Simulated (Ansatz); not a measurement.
Isolated molecules relaxed with PBE0-D4/def2-TZVP in Ansatz; ΔE leaves out vibrations. CCSD(T)/CBS is the MP2 limit (def2-TZVPP, def2-QZVPP) plus CCSD(T) − MP2 in def2-TZVPP, frozen cores. This one scheme is used for every species. DFT in def2-TZVPP. Open shells (•) are unrestricted, without spin–orbit coupling.

Consider the hydrogen abstraction from the N–H bond: `BN[SiH3]` + `[OH]`• → `B[N][SiH3]`• + H₂O.

```csv
level,ΔE (kJ/mol),difference from CCSD(T)/CBS
BHLYP-D4,-41.8,14.3
PBE-QIDH,-46.7,9.4
RPA@PBE/def2-TZVPP,-32.5,23.6
HF/def2-SVP,2.4,58.5
CCSD/def2-SVP,-31.4,24.7
HF/def2-TZVPP,-6.6,49.5
MP2/def2-TZVPP,-44.1,12.0
CCSD/def2-TZVPP,-44.4,11.7
MP2/CBS(def2),-51.5,4.6
CCSD/CBS(def2),-51.8,4.3
CCSD(T)/CBS,-56.1,0
```

Largest T1 diagnostic among the species: 0.026.

At CCSD(T), def2-SVP lies +22.2 kJ/mol from the extrapolated value and def2-TZVPP +7.4 kJ/mol. From PBE to PBE0 (25 % exact exchange), in def2-TZVPP and without D4, ΔE moves by +25.5 kJ/mol. Leaving LDA and LC-ωPBE aside and taking each functional with its dispersion term where it has one, the values, not all of them listed here, spread over 44.9 kJ/mol, from PBE-D4 to BHLYP-D4. LDA lies −27.2 kJ/mol from PBE without D4.
